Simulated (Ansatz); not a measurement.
HOP (`O=P`) at its PBE0-D4/def2-TZVP geometry, where that method's forces vanish. The species carries charge 0 and has multiplicity 1.

```xyz
3

O     0.1817   -0.4208    1.1130
P    -0.5545   -0.1844   -0.1471
H     0.3728    0.6052   -0.9659
```

Question: What forces (eV/Å) does r2SCAN-D4/def2-TZVPP give on these atoms in the Gaussian-basis code of Ansatz? (An estimate is asked.)

Answer: The calculation gave: 
```
O1   0.209 -0.073  0.371
P2  -0.255  0.029 -0.319
H3   0.047  0.045 -0.052
```
